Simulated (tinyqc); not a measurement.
Worked calculation: Born-Oppenheimer dynamics on the RHF/sto-3g surface (energies and gradients from PySCF), for H2O, spin multiplicity 1. One step of it, computed by the program tinyqc.

Task: Velocity Verlet step 1. dt = 1 fs = 41.3414 atomic units; x' = x + v dt - g dt^2 / (2m); after the new gradient g', v' = v - (g + g') dt / (2m).

positions (bohr), order 1O, 2H, 3H:
```
[[0.090707, -0.115273, -0.058582],
 [0.011338, 1.670518, 0.997775],
 [-0.068030, -1.662959, 0.897620]]
```

velocities (bohr per atomic time unit), order 1O, 2H, 3H:
```
[[0.000023334, -0.000023726, -0.000006715],
 [-0.000115666, 0.000278274, 0.000141285],
 [-0.000254666, 0.000098274, -0.000034715]]
```

gradient (hartree/bohr), order 1O, 2H, 3H:
```
[[-0.00680915, -0.11388154, 0.03028789],
 [0.00044807, 0.11380361, 0.02202374],
 [0.00636108, 0.00007793, -0.05231163]]
```

masses (electron masses): [29156.946388, 1837.152588, 1837.152588]

gradient after step 1 (hartree/bohr), order 1O, 2H, 3H:
```
[[-0.00629022, -0.09281733, 0.02720871],
 [0.00073641, 0.10003915, 0.01709501],
 [0.00555382, -0.00722182, -0.04430372]]
```

Give: positions after step 1; velocities after step 1.

Result:

positions after step 1 (bohr), order 1O, 2H, 3H:
```
[[0.0919, -0.1129, -0.0597],
 [0.0063, 1.6291, 0.9934],
 [-0.0815, -1.6589, 0.9205]]
```

velocities after step 1 (bohr per atomic time unit), order 1O, 2H, 3H:
```
[[0.0000326, 0.0001228, -0.0000475],
 [-0.0001290, -0.0021278, -0.0002989],
 [-0.0003887, 0.0001787, 0.0010524]]
```
